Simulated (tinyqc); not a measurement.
CCD on RHF in the sto-6g basis, frozen core, for HF, spin multiplicity 1, step by step. Computed by tinyqc, a small Python program that keeps every step (integrals from PySCF). Settings: charge = 0, multiplicity = 1, basis = sto-6g, method = RHF, frozen orbitals = 1, energy threshold = 1e-10, iteration cap = 59, orthogonalisation = canonical, start = atomic densities, DIIS depth = 6, amplitude equations = CCD, DIIS depth for amplitudes = 4, cap on updates = 88. Command: `OMP_NUM_THREADS=1 python tinyqc.py 22795 22796 out.jsonl` (the two numbers bound the seeds that draw the settings). One thread of a shared host (Intel(R) Xeon(R) Processor @ 2.60GHz), about 0.1 s of CPU time with the checks. The early iterations of the SCF are left out here.

## One-electron integrals

Geometry (angstrom):
```
atom,x,y,z
F,0.000000,0.000000,0.000000
H,0.000000,0.000000,0.961000
```

Basis sto-6g: exponents (1/bohr^2) and contraction coefficients of normalised primitives:
```
element,l (shell),exponent,coefficient
F,s (1),1728.626574,0.009164
F,s (1),316.941790,0.049361
F,s (1),88.668891,0.168538
F,s (1),30.460157,0.370563
F,s (1),11.828570,0.416492
F,s (1),4.871659,0.130334
F,s (2),67.032281,-0.013253
F,s (2),13.267438,-0.046992
F,s (2),4.123510,-0.033785
F,s (2),1.586463,0.250242
F,s (2),0.689002,0.595117
F,s (2),0.315820,0.240706
F,p (3),67.032281,0.003760
F,p (3),13.267438,0.037679
F,p (3),4.123510,0.173897
F,p (3),1.586463,0.418036
F,p (3),0.689002,0.425860
F,p (3),0.315820,0.101708
H,s (1),35.523221,0.009164
H,s (1),6.513144,0.049361
H,s (1),1.822143,0.168538
H,s (1),0.625955,0.370563
H,s (1),0.243077,0.416492
H,s (1),0.100112,0.130334
```

Overlap, kinetic and nuclear-attraction integrals over the contracted functions; the nuclear repulsion is the sum of Za Zb / Rab.

nuclear repulsion = 4.95587398 hartree

overlap S:
```
,1F 1s,1F 2s,1F 2px,1F 2py,1F 2pz,2H 1s
1F 1s,1.000000,0.232479,0.000000,0.000000,0.000000,0.045765
1F 2s,0.232479,1.000000,0.000000,0.000000,0.000000,0.422823
1F 2px,0.000000,0.000000,1.000000,0.000000,0.000000,0.000000
1F 2py,0.000000,0.000000,0.000000,1.000000,0.000000,0.000000
1F 2pz,0.000000,0.000000,0.000000,0.000000,1.000000,0.332653
2H 1s,0.045765,0.422823,0.000000,0.000000,0.332653,1.000000
```

kinetic energy T (hartree):
```
,1F 1s,1F 2s,1F 2px,1F 2py,1F 2pz,2H 1s
1F 1s,37.397730,-1.143349,0.000000,0.000000,0.000000,-0.002434
1F 2s,-1.143349,1.082297,0.000000,0.000000,0.000000,0.105174
1F 2px,0.000000,0.000000,3.251325,0.000000,0.000000,0.000000
1F 2py,0.000000,0.000000,0.000000,3.251325,0.000000,0.000000
1F 2pz,0.000000,0.000000,0.000000,0.000000,3.251325,0.236341
2H 1s,-0.002434,0.105174,0.000000,0.000000,0.236341,0.768522
```

nuclear attraction V (hartree):
```
,1F 1s,1F 2s,1F 2px,1F 2py,1F 2pz,2H 1s
1F 1s,-78.373104,-7.993725,0.000000,0.000000,-0.014501,-1.808019
1F 2s,-7.993725,-12.022820,0.000000,0.000000,-0.165822,-3.888195
1F 2px,0.000000,0.000000,-11.987326,0.000000,0.000000,0.000000
1F 2py,0.000000,0.000000,0.000000,-11.987326,0.000000,0.000000
1F 2pz,-0.014501,-0.165822,0.000000,0.000000,-12.092271,-2.722441
2H 1s,-1.808019,-3.888195,0.000000,0.000000,-2.722441,-6.017112
```

core Hamiltonian H = T + V (hartree):
```
,1F 1s,1F 2s,1F 2px,1F 2py,1F 2pz,2H 1s
1F 1s,-40.975375,-9.137074,0.000000,0.000000,-0.014501,-1.810452
1F 2s,-9.137074,-10.940524,0.000000,0.000000,-0.165822,-3.783021
1F 2px,0.000000,0.000000,-8.736001,0.000000,0.000000,0.000000
1F 2py,0.000000,0.000000,0.000000,-8.736001,0.000000,0.000000
1F 2pz,-0.014501,-0.165822,0.000000,0.000000,-8.840945,-2.486101
2H 1s,-1.810452,-3.783021,0.000000,0.000000,-2.486101,-5.248590
```

## Two-electron integrals

Functions are numbered as in S; the eight-fold symmetry (ij|kl) = (ji|kl) = (kl|ij) leaves the list below.

Two-electron integrals (ij|kl) in chemists' order, unique and non-zero (hartree):
```
i,j,k,l,(ij|kl)
1,1,1,1,5.406240
2,1,1,1,0.768129
2,1,2,1,0.138909
2,2,1,1,1.266271
2,2,2,1,0.283987
2,2,2,2,0.926367
3,1,3,1,0.029452
3,2,3,1,0.044681
3,2,3,2,0.204753
3,3,1,1,1.266273
3,3,2,1,0.283987
3,3,2,2,0.926366
3,3,3,3,0.998085
4,1,4,1,0.029452
4,2,4,1,0.044681
4,2,4,2,0.204753
4,3,4,3,0.053789
4,4,1,1,1.266273
4,4,2,1,0.283987
4,4,2,2,0.926366
4,4,3,3,0.890506
4,4,4,4,0.998085
5,1,5,1,0.029452
5,2,5,1,0.044681
5,2,5,2,0.204753
5,3,5,3,0.053789
5,4,5,4,0.053789
5,5,1,1,1.266273
5,5,2,1,0.283987
5,5,2,2,0.926366
5,5,3,3,0.890506
5,5,4,4,0.890506
5,5,5,5,0.998085
6,1,1,1,0.161366
6,1,2,1,0.027964
6,1,2,2,0.055893
6,1,3,3,0.055797
6,1,4,4,0.055797
6,1,5,1,0.001211
6,1,5,2,0.002363
6,1,5,5,0.056086
6,1,6,1,0.005723
6,2,1,1,0.391378
6,2,2,1,0.089012
6,2,2,2,0.321860
6,2,3,3,0.317385
6,2,4,4,0.317385
6,2,5,1,0.006421
6,2,5,2,0.047509
6,2,5,5,0.330808
6,2,6,1,0.017906
6,2,6,2,0.135778
6,3,3,1,0.010102
6,3,3,2,0.057094
6,3,5,3,0.010011
6,3,6,3,0.020393
6,4,4,1,0.010102
6,4,4,2,0.057094
6,4,5,4,0.010011
6,4,6,4,0.020393
6,5,1,1,0.258143
6,5,2,1,0.059563
6,5,2,2,0.230284
6,5,3,3,0.220342
6,5,4,4,0.220342
6,5,5,1,0.013922
6,5,5,2,0.089726
6,5,5,5,0.250169
6,5,6,1,0.012531
6,5,6,2,0.119236
6,5,6,5,0.124532
6,6,1,1,0.530264
6,6,2,1,0.122862
6,6,2,2,0.509206
6,6,3,3,0.491601
6,6,4,4,0.491601
6,6,5,1,0.011745
6,6,5,2,0.119483
6,6,5,5,0.544413
6,6,6,1,0.024931
6,6,6,2,0.270857
6,6,6,5,0.276117
6,6,6,6,0.774999
```

## Orthogonalisation

S = U s U^T; canonical form X = U s^(-1/2), so that X^T S X = 1. Each column of U has its largest component positive (the first on a tie).

eigenvalues of S: 0.443099  0.849250  1.000000  1.000000  1.121546  1.586105

X:
```
,1,2,3,4,5,6
1F 1s,0.287416,0.762214,0.000000,0.000000,-0.588930,0.226002
1F 2s,-0.887506,-0.442835,0.000000,0.000000,-0.351746,0.466845
1F 2px,0.000000,0.000000,-0.380659,0.924716,0.000000,0.000000
1F 2py,0.000000,0.000000,0.924716,0.380659,0.000000,0.000000
1F 2pz,-0.603843,0.576378,0.000000,0.000000,0.609484,0.296760
2H 1s,1.010906,-0.261200,0.000000,0.000000,0.222695,0.522865
```

Within a degenerate level the vectors are fixed only up to a rotation; this is one choice.

## Starting guess

The start is atomic minimal-basis densities projected into this basis (PySCF's MINAO start) and scaled to the electron count of each spin; this density is not idempotent, so its energy is not variational and may lie below the converged one.

D at the start:
```
,1F 1s,1F 2s,1F 2px,1F 2py,1F 2pz,2H 1s
1F 1s,2.151211,-0.494665,0.000000,0.000000,0.013957,-0.012070
1F 2s,-0.494665,2.135132,0.000000,0.000000,-0.088087,0.035521
1F 2px,0.000000,0.000000,1.636531,0.000000,0.000000,0.000000
1F 2py,0.000000,0.000000,0.000000,1.636531,0.000000,0.000000
1F 2pz,0.013957,-0.088087,0.000000,0.000000,1.511215,0.166906
2H 1s,-0.012070,0.035521,0.000000,0.000000,0.166906,1.019401
```

## Iteration 7 (converged): orbitals

converged F (hartree):
```
,1F 1s,1F 2s,1F 2px,1F 2py,1F 2pz,2H 1s
1F 1s,-26.237904,-6.369730,0.000000,0.000000,-0.022328,-1.263603
1F 2s,-6.369730,-2.911919,0.000000,0.000000,-0.086106,-1.054901
1F 2px,0.000000,0.000000,-0.472333,0.000000,0.000000,0.000000
1F 2py,0.000000,0.000000,0.000000,-0.472333,0.000000,0.000000
1F 2pz,-0.022328,-0.086106,0.000000,0.000000,-0.348161,-0.559847
2H 1s,-1.263603,-1.054901,0.000000,0.000000,-0.559847,-0.542710
```

Diagonalise F' = X^T F X, C = X C', fill 5 alpha and 5 beta electrons from the bottom; D = 2 C_occ C_occ^T. Each column has its largest component positive (the first on a tie).

F' = X^T F X (hartree):
```
,1,2,3,4,5,6
1,-0.135463,-2.546296,0.000000,0.000000,1.854590,-0.729366
2,-2.546296,-11.215131,0.000000,0.000000,10.933588,-5.733547
3,0.000000,0.000000,-0.472333,0.000000,0.000000,0.000000
4,0.000000,0.000000,0.000000,-0.472333,0.000000,0.000000
5,1.854590,10.933588,0.000000,0.000000,-11.858170,6.281643
6,-0.729366,-5.733547,0.000000,0.000000,6.281643,-4.512146
```

orbital energies (hartree): MO1 -26.241226, MO2 -1.472469, MO3 -0.580285, MO4 -0.472333, MO5 -0.472333, MO6 0.573070

coefficients C:
```
,MO1,MO2,MO3,MO4,MO5,MO6
1F 1s,0.997082,-0.238409,0.071296,0.000000,0.000000,0.073465
1F 2s,0.012897,0.951238,-0.401757,0.000000,0.000000,-0.508930
1F 2px,0.000000,0.000000,0.000000,-0.147450,0.989069,0.000000
1F 2py,0.000000,0.000000,0.000000,0.989069,0.147450,0.000000
1F 2pz,0.001918,0.076921,0.700872,0.000000,0.000000,-0.811932
2H 1s,-0.003217,0.141353,0.533490,0.000000,0.000000,1.052870
```

D after iteration 7:
```
,1F 1s,1F 2s,1F 2px,1F 2py,1F 2pz,2H 1s
1F 1s,2.112191,-0.485136,0.000000,0.000000,0.067085,0.002256
1F 2s,-0.485136,2.132856,0.000000,0.000000,-0.416771,-0.159828
1F 2px,0.000000,0.000000,2.000000,0.000000,0.000000,0.000000
1F 2py,0.000000,0.000000,0.000000,2.000000,0.000000,0.000000
1F 2pz,0.067085,-0.416771,0.000000,0.000000,0.994283,0.769549
2H 1s,0.002256,-0.159828,0.000000,0.000000,0.769549,0.609205
```

Within a degenerate level the vectors are fixed only up to a rotation; this is one choice.

## Convergence

Stop when the energy changes by less than 1e-10 hartree and every element of the error matrix X^T (F D S - S D F) X is below 3e-06.

Course of the cycle:
```
iteration,E (hartree),change,largest element of the error matrix
1,-100.33167110,-,9.61e-01
2,-99.46740481,8.64e-01,1.89e-01
3,-99.50090680,-3.35e-02,2.79e-02
4,-99.50165129,-7.44e-04,4.09e-03
5,-99.50165926,-7.98e-06,6.74e-05
6,-99.50165927,-2.54e-09,1.49e-06
7,-99.50165927,-2.47e-12,1.21e-08
```

PySCF RHF in the same basis = -99.50165927 hartree

Converged in 7 iterations.

## Populations, bond orders and dipole

Mulliken: Z minus the diagonal of D S on the atom; Loewdin: the same with S^(1/2) D S^(1/2); Mayer order: 2 sum_s sum (D(s) S)_ij (D(s) S)_ji over the two atoms.

Charges (e):
```
atom,Mulliken,Loewdin
1F,-0.202278,-0.150403
2H,0.202278,0.150403
```

Mayer bond orders:
```
pair,order
2-1,0.959083
```

dipole moment about the origin, x y z (debye): 0.000000  0.000000  1.290252

## Integrals over molecular orbitals

(pq|rs) = sum C_ip C_jq C_kr C_ls (ij|kl), one index at a time.

one-electron integrals over orbitals h = C^T H C (hartree):
```
,1,2,3,4,5,6
1,-40.961631,0.715685,-0.209257,0.000000,0.000000,-0.225817
2,0.715685,-9.214570,0.565978,0.000000,0.000000,1.172644
3,-0.209257,0.565978,-7.570684,0.000000,0.000000,1.900487
4,0.000000,0.000000,0.000000,-8.736001,0.000000,0.000000
5,0.000000,0.000000,0.000000,0.000000,-8.736001,0.000000
6,-0.225817,1.172644,1.900487,0.000000,0.000000,-6.128788
```

Two-electron integrals over orbitals (pq|rs), unique and non-zero (hartree); the lowest 1 orbital is frozen and left out:
```
p,q,r,s,(pq|rs)
2,2,2,2,0.861753
3,2,2,2,-0.023479
3,2,3,2,0.156166
3,3,2,2,0.753006
3,3,3,2,-0.045243
3,3,3,3,0.761242
4,2,4,2,0.182296
4,3,4,2,-0.041052
4,3,4,3,0.046646
4,4,2,2,0.882866
4,4,3,2,-0.076630
4,4,3,3,0.750009
4,4,4,4,0.998085
5,2,5,2,0.182296
5,3,5,2,-0.041052
5,3,5,3,0.046646
5,4,5,4,0.053789
5,5,2,2,0.882866
5,5,3,2,-0.076630
5,5,3,3,0.750009
5,5,4,4,0.890506
5,5,5,5,0.998085
6,2,2,2,-0.127204
6,2,3,2,-0.049323
6,2,3,3,-0.037595
6,2,4,4,-0.124627
6,2,5,5,-0.124627
6,2,6,2,0.096331
6,3,2,2,-0.173138
6,3,3,2,0.093525
6,3,3,3,-0.121213
6,3,4,4,-0.200162
6,3,5,5,-0.200162
6,3,6,2,0.055555
6,3,6,3,0.181129
6,4,4,2,-0.041115
6,4,4,3,-0.015522
6,4,6,4,0.031178
6,5,5,2,-0.041115
6,5,5,3,-0.015522
6,5,6,5,0.031178
6,6,2,2,0.679057
6,6,3,2,0.069270
6,6,3,3,0.670236
6,6,4,4,0.649321
6,6,5,5,0.649321
6,6,6,2,-0.066918
6,6,6,3,-0.013382
6,6,6,6,0.714588
```

## CCD: starting amplitudes

t_ij^ab = <ij||ab> / (e_i + e_j - e_a - e_b), whose energy is MP2.

Starting amplitudes (spin orbitals 1a, 1b, ...; amplitudes related by a flip of all spins are not repeated):
```
from,to,t
3a 3b,6a 6b,-0.078523
2a 2b,6a 6b,-0.023547
2a 3b,6a 6b,-0.017367
5a 5b,6a 6b,-0.014912
4a 4b,6a 6b,-0.014912
```

correlation energy = -0.01935048 hartree

## CCD: amplitude update 1

t_ij^ab D_ij^ab are set to the remaining terms of the spin-orbital equations, evaluated with the old amplitudes; for the doubles these are <ij||ab> + 1/2 <ab||ef> t_ij^ef + 1/2 <mn||ij> t_mn^ab + P(ij)P(ab) <mb||ej> t_im^ae + terms in t^2, D the orbital-energy denominators.

Amplitudes after update 1 (spin orbitals 1a, 1b, ...; amplitudes related by a flip of all spins are not repeated):
```
from,to,t
3a 3b,6a 6b,-0.106289
2a 3b,6a 6b,-0.025905
2a 2b,6a 6b,-0.025465
5a 5b,6a 6b,-0.017132
4a 4b,6a 6b,-0.017132
```

correlation energy = -0.02565163 hartree

## CCD: amplitude update 2

As before.

Amplitudes after update 2 (spin orbitals 1a, 1b, ...; amplitudes related by a flip of all spins are not repeated):
```
from,to,t
3a 3b,6a 6b,-0.116641
2a 3b,6a 6b,-0.029164
2a 2b,6a 6b,-0.025047
5a 5b,6a 6b,-0.017424
4a 4b,6a 6b,-0.017424
```

correlation energy = -0.02786683 hartree

## CCD: amplitude update 3

t_ij^ab D_ij^ab are set to the remaining terms of the spin-orbital equations, evaluated with the old amplitudes; for the doubles these are <ij||ab> + 1/2 <ab||ef> t_ij^ef + 1/2 <mn||ij> t_mn^ab + P(ij)P(ab) <mb||ej> t_im^ae + terms in t^2, D the orbital-energy denominators. DIIS then mixes the stored amplitudes.

DIIS coefficients: -0.603166  1.603166

Amplitudes after update 3 (spin orbitals 1a, 1b, ...; amplitudes related by a flip of all spins are not repeated):
```
from,to,t
3a 3b,6a 6b,-0.122948
2a 3b,6a 6b,-0.031047
2a 2b,6a 6b,-0.024471
5a 5b,6a 6b,-0.017454
4a 4b,6a 6b,-0.017454
```

correlation energy = -0.02916490 hartree

## CCD: convergence

E_corr = 1/4 sum <ij||ab> t_ij^ab; stop when the norm of the change is below 1e-8.

Course of the amplitude iterations:
```
update,correlation energy (hartree),norm of the change
0,-0.01935048,-
1,-0.02565163,6.10e-02
2,-0.02786683,2.27e-02
3,-0.02916490,8.57e-03
4,-0.02915877,1.93e-04
5,-0.02915934,1.49e-05
6,-0.02915917,1.07e-06
7,-0.02915917,5.16e-08
8,-0.02915917,2.05e-08
9,-0.02915917,3.32e-11
```

Converged amplitudes (spin orbitals 1a, 1b, ...; amplitudes related by a flip of all spins are not repeated):
```
from,to,t
3a 3b,6a 6b,-0.123004
2a 3b,6a 6b,-0.031001
2a 2b,6a 6b,-0.024385
5a 5b,6a 6b,-0.017418
4a 4b,6a 6b,-0.017418
```

CCD total energy = -99.53081844 hartree

Converged in 9 updates, with DIIS from the third.
